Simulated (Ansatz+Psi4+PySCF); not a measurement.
Results of a calculation; reference values are marked as such.
Input for Ansatz (development build ahead of 0.2.0):

```yaml
crystal:
  periodic: [false, false, false]
  atoms:
    - { symbol: "N", position_ang: [-0.01249, -0.01503, 0.12073] }
    - { symbol: H, position_ang: [-0.01979, 0.94084, -0.27446] }
    - { symbol: H, position_ang: [0.8034, -0.45404, -0.26543] }
    - { symbol: H, position_ang: [-0.80739, -0.45846, -0.28692] }
basis:
  gaussian: { orbitals: aug-cc-pVTZ }
total_charge: -1
magnetization:
  spin_polarized: true
  initial_magnetization: 1
hamiltonian:
  xc: hf
correlation:
  method: mp2
  frozen_orbitals: { H: 0, "N": 1 }
scf:
  omitted_lower_state_checks: [stability, starts, atomic_configurations, cluster_reference, orbital_swaps, given_window_search, neighbouring_geometries, increment]
```

The input is written out in the form of the current development build from the run's settings.

Output:

```
Converged                       : yes
Reference energy                : -56.19038 hartree
Correlation energy              : -0.24585 hartree
Total energy                    : -56.43623 hartree
Spin squared of the determinant : 0.750
```
